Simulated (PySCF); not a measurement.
Species: coumarin, C9H6O2.
Structure used (PBE0-D3(BJ)/def2-SVP), in Å, numbered top down from 1:
```
atom  x, y, z in Å
O1    -3.1450   -2.0324    0.5751
C2    -2.2963   -1.2049    0.4029
C3    -2.5074    0.2371    0.3139
C4    -1.4827    1.0927    0.1084
C5    -0.1368    0.6009   -0.0290
C6     0.9832    1.4201   -0.2486
C7     2.2485    0.8675   -0.3705
C8     2.4129   -0.5207   -0.2734
C9     1.3223   -1.3524   -0.0563
C10    0.0507   -0.7903    0.0649
O11   -0.9878   -1.6257    0.2735
H12   -3.5405    0.5682    0.4226
H13   -1.6602    2.1699    0.0432
H14    0.8385    2.5009   -0.3220
H15    3.1139    1.5104   -0.5419
H16    3.4093   -0.9580   -0.3697
H17    1.4268   -2.4356    0.0220
```

Method: TDDFT B3LYP/def2-SVPD, vertical, gas phase, core orbitals frozen in the response (PySCF 2.14.0, density-fitted response routines).

**Question.** List the vertical singlet excitations with oscillator strengths and describe the spectrum.

**Answer.** 

```json
{"state": "S1", "E (eV)": "4.15", "E (hartree)": "0.1526", "f": "0.115", "|μ| (D)": "2.71", "main configurations (H = HOMO, L = LUMO)": "H→L (82%), H-1→L (13%)"}
{"state": "S2", "E (eV)": "4.49", "E (hartree)": "0.1650", "f": "0.0000", "|μ| (D)": "0.05", "main configurations (H = HOMO, L = LUMO)": "H-2→L (96%)"}
{"state": "S3", "E (eV)": "4.61", "E (hartree)": "0.1696", "f": "0.161", "|μ| (D)": "3.03", "main configurations (H = HOMO, L = LUMO)": "H-1→L (73%), H→L (14%), H→L+1 (10%)"}
{"state": "S4", "E (eV)": "5.39", "E (hartree)": "0.1982", "f": "0.019", "|μ| (D)": "0.96", "main configurations (H = HOMO, L = LUMO)": "H→L+1 (47%), H→L+2 (24%), H-1→L+2 (11%)"}
{"state": "S5", "E (eV)": "5.77", "E (hartree)": "0.2122", "f": "0.119", "|μ| (D)": "2.33", "main configurations (H = HOMO, L = LUMO)": "H→L+2 (54%), H→L+1 (19%), H-3→L (15%)"}
{"state": "S6", "E (eV)": "6.08", "E (hartree)": "0.2235", "f": "0.0004", "|μ| (D)": "0.13", "main configurations (H = HOMO, L = LUMO)": "H-2→L+1 (49%), H-2→L+2 (36%), H-4→L (9%)"}
{"state": "S7", "E (eV)": "6.12", "E (hartree)": "0.2248", "f": "0.291", "|μ| (D)": "3.54", "main configurations (H = HOMO, L = LUMO)": "H-1→L+1 (50%), H-3→L (31%), H→L+1 (11%)"}
{"state": "S8", "E (eV)": "6.34", "E (hartree)": "0.2331", "f": "0.0001", "|μ| (D)": "0.05", "main configurations (H = HOMO, L = LUMO)": "H-4→L (73%), H-2→L+1 (24%)"}
{"state": "S9", "E (eV)": "6.38", "E (hartree)": "0.2344", "f": "0.310", "|μ| (D)": "3.58", "main configurations (H = HOMO, L = LUMO)": "H-1→L+2 (68%), H→L+1 (10%)"}
{"state": "S10", "E (eV)": "6.39", "E (hartree)": "0.2348", "f": "0.0057", "|μ| (D)": "0.49", "main configurations (H = HOMO, L = LUMO)": "H→L+3 (97%)"}
```

Triplets, Tamm–Dancoff:

```tsv
state	E (eV)	λ (nm)	main configurations (H = HOMO, L = LUMO)
T1	3.01	412.4	H→L (86%), H-1→L (9%)
T2	3.67	337.6	H-1→L (81%), H→L (10%)
T3	4.18	296.8	H-2→L (90%)
T4	4.22	293.5	H→L+1 (59%), H-1→L+1 (21%)
```

The lowest singlet lies at 4.15 eV (298 nm, ultraviolet) and is of moderate strength; its leading configuration is HOMO→LUMO (82%). The strongest level in the table is S9 at 6.38 eV (194 nm, f = 0.310). Löwdin shares by element: HOMO carbon 38% or more, oxygen 14% or more (atoms not listed hold the other 48%); LUMO carbon 56% or more (atoms not listed hold the other 44%). Weighted by f, the mean energy of these states is 5.69 eV. Orbital energies (eV): HOMO-3 -9.13, HOMO-2 -7.94, HOMO-1 -7.41, HOMO -6.89, LUMO -2.28, LUMO+1 -0.90, LUMO+2 -0.54. The oscillator strengths of these states sum to 1.021; summed over the whole spectrum of an exact calculation they would give the number of electrons, 76 (Thomas–Reiche–Kuhn). No computed singlet lies in the visible range (380 to 750 nm); the lowest, at 298 nm, stands 0.89 eV above its violet end (3.26 eV); a Tamm–Dancoff triplet lies at 412 nm, without intensity as long as spin–orbit coupling is left out. Singlets were solved by full linear response, triplets in the Tamm–Dancoff approximation.
